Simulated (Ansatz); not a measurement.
Relaxation of C₃HO₂ (6 atoms, charge 0, multiplicity 2), to a largest force component of 0.02 eV/Å in at most 50 steps.

Level of theory: Ansatz, UKS PBE0-D4/def2-SVP.

```xyz
6
Properties=species:S:1:pos:R:3
C -1.357 -0.477 0.691
C -0.221 -0.338 0.531
O 1.069 -0.238 0.376
C 1.427 0.453 -0.727
O 1.585 1.038 -1.725
H -2.460 -0.502 0.808
```

Q: Where does it end, and by what steps?

A: The run converged. After 8 steps the energy has fallen by 2.139 eV; O5 moved furthest, 0.45 Å.

```
step  energy less start (eV)  largest force component (eV/Å)  accepted
   0                  0.0000                           7.821       yes
   1                 -1.1620                           5.201       yes
   2                 -1.7955                           4.868       yes
   3                 -2.0616                           2.599       yes
   4                 -2.1348                           0.488       yes
   5                 -2.1379                           0.102       yes
   6                 -2.1384                           0.080       yes
   7                 -2.1387                           0.036       yes
   8                 -2.1388                           0.015       yes
```

```xyz
6
Properties=species:S:1:pos:R:3
C -1.362 -0.399 0.614
C -0.168 -0.307 0.479
O 1.145 -0.236 0.380
C 1.688 0.408 -0.674
O 1.166 0.949 -1.574
H -2.427 -0.478 0.729
```

Whether the end is a true minimum wasn't checked by a vibrational analysis.

The run took 32 s on 2 threads of Arm Neoverse N1, on a shared host, peak memory 0.19 GiB.
